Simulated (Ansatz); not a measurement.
Reaction (SMILES): N (NH3) → 3 H atom + N atom
B3LYP-D3(BJ)/def2-TZVP geometries, fixed; electronic energies without zero-point terms.
Largest species:
```xyz
4

N      0.0022    -0.0038     0.1116
H     -0.0020     0.9512    -0.2281
H      0.8095    -0.4644    -0.2929
H     -0.8232    -0.4600    -0.2599
```
Charge 0, spin multiplicity 1.

Basis-set convergence of the atomisation energy at B2PLYP with Ansatz (a program for electronic structure). Cartesian d functions, on some or all atoms, in 6-31G*; all else is spherical. Cores are frozen. Open shells are unrestricted. No added dispersion term, no relativity. Functions are those of the species that has most. Reference: the value in pcseg-4, 299.27 kcal/mol, itself unsure by roughly 0.46 kcal/mol (its mean distance from aug-pcseg-3, aug-cc-pVQZ, cc-pV5Z).

```
basis            functions  atomisation energy (kcal/mol)
---------------  ---------  -----------------------------
STO-3G                   8                         288.08
6-31G*                  21                              …
pcseg-1                 29                              …
def2-SVPD               44                              …
aug-pcseg-1             50                              …
6-311++G(2d,2p)         57                         294.37
def2-TZVPD              64                         293.91
jun-cc-pV(T+d)Z         81                         296.66
aug-cc-pVTZ            115                         297.02
def2-QZVPP             147                         298.24
def2-QZVPPD            162                         298.48
cc-pV5Z                256                         298.95
pcseg-4                284                         299.27
```

Q: Fill in the missing entries.

A: 
- 6-31G*, atomisation energy (kcal/mol): 277.94
- pcseg-1, atomisation energy (kcal/mol): 284.81
- def2-SVPD, atomisation energy (kcal/mol): 295.13
- aug-pcseg-1, atomisation energy (kcal/mol): 290.84
